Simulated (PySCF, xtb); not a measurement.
methyl formate (C2H4O2), SMILES COC=O. One conformer was computed; it need not be the lowest.

Harmonic wavenumbers (cm⁻¹) from GFN2-xTB run with xtb at its own minimum, in rising order: 20, 269, 368, 735, 942, 958, 1121, 1132, 1179, 1348, 1385, 1440, 1458, 1790, 2833, 2985, 2995, 3051.

Question: What does PBE-D3(BJ)/def2-SVP in PySCF give at its own minimum? (An estimate is asked for; the answer gives what the named calculation found.)

Answer: 98, 290, 353, 762, 935, 987, 1127, 1138, 1197, 1344, 1399, 1404, 1420, 1795, 2949, 2978, 3067, 3114. Paired by order, the mean absolute difference is 31 cm⁻¹ and the zero-point energies are 37.2 and 37.7 kcal/mol.
